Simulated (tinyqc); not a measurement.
Worked calculation: extended Hueckel theory, for N2-. The parameters take no account of the charge, which enters only through the electron count, and nothing here shows that the anion is bound. One step of it, computed by the program tinyqc.

Task: Wolfsberg-Helmholz matrix. H_ij = K' S_ij (H_ii + H_jj)/2 for i != j (the diagonal keeps H_ii), with K' = 1.75.

overlap S:
```
            1N 2s    1N 2px    1N 2py     1N 2pz     2N 2s    2N 2px    2N 2py     2N 2pz
1N 2s    1.000000  0.000000  0.000000   0.000000  0.510771  0.000000  0.000000  -0.472090
1N 2px   0.000000  1.000000  0.000000   0.000000  0.000000  0.337001  0.000000   0.000000
1N 2py   0.000000  0.000000  1.000000   0.000000  0.000000  0.000000  0.337001   0.000000
1N 2pz   0.000000  0.000000  0.000000   1.000000  0.472090  0.000000  0.000000  -0.290671
2N 2s    0.510771  0.000000  0.000000   0.472090  1.000000  0.000000  0.000000   0.000000
2N 2px   0.000000  0.337001  0.000000   0.000000  0.000000  1.000000  0.000000   0.000000
2N 2py   0.000000  0.000000  0.337001   0.000000  0.000000  0.000000  1.000000   0.000000
2N 2pz  -0.472090  0.000000  0.000000  -0.290671  0.000000  0.000000  0.000000   1.000000
```

diagonal H_ii (eV): 1N 2s -26.000000, 1N 2px -13.400000, 1N 2py -13.400000, 1N 2pz -13.400000, 2N 2s -26.000000, 2N 2px -13.400000, 2N 2py -13.400000, 2N 2pz -13.400000

K = 1.750000

Give: H.

Result:

H (eV):
```
           1N 2s    1N 2px    1N 2py    1N 2pz     2N 2s    2N 2px    2N 2py    2N 2pz
1N 2s   -26.0000    0.0000    0.0000    0.0000  -23.2401    0.0000    0.0000   16.2753
1N 2px    0.0000  -13.4000    0.0000    0.0000    0.0000   -7.9027    0.0000    0.0000
1N 2py    0.0000    0.0000  -13.4000    0.0000    0.0000    0.0000   -7.9027    0.0000
1N 2pz    0.0000    0.0000    0.0000  -13.4000  -16.2753    0.0000    0.0000    6.8162
2N 2s   -23.2401    0.0000    0.0000  -16.2753  -26.0000    0.0000    0.0000    0.0000
2N 2px    0.0000   -7.9027    0.0000    0.0000    0.0000  -13.4000    0.0000    0.0000
2N 2py    0.0000    0.0000   -7.9027    0.0000    0.0000    0.0000  -13.4000    0.0000
2N 2pz   16.2753    0.0000    0.0000    6.8162    0.0000    0.0000    0.0000  -13.4000
```
